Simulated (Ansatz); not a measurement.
System: fluorite CdF₂. Method: LDA (Ansatz, a first-principles code, PAW).

Numerical settings: plane-wave cutoff 520 eV, 12×12×12 k mesh, Fermi–Dirac smearing 0.01 eV, scalar-relativistic PAW data made under PBE.

The cell is scaled about its equilibrium volume:

```csv
V (Å³/atom),P (GPa),direct gap at Γ (eV),smallest gap on the k mesh (eV)
11.644,9.15,3.527,3.218
11.892,5.74,3.484,3.141
12.139,2.71,3.442,3.065
12.387,0.02,3.399,2.992
12.635,-2.38,3.357,2.921
12.883,-4.51,3.314,2.852
13.130,-6.41,3.271,2.785
```

The fundamental gap (2.99 eV at the equilibrium volume, with added k points) lies elsewhere than Γ–Γ.

Measured, for comparison: band gap 7.8 eV (temperature not stated, no zero-point or thermal correction, indirect W–Γ; as tabulated in Cappellini et al. (2013), arXiv:1302.2571).

Spin–orbit coupling is not included.
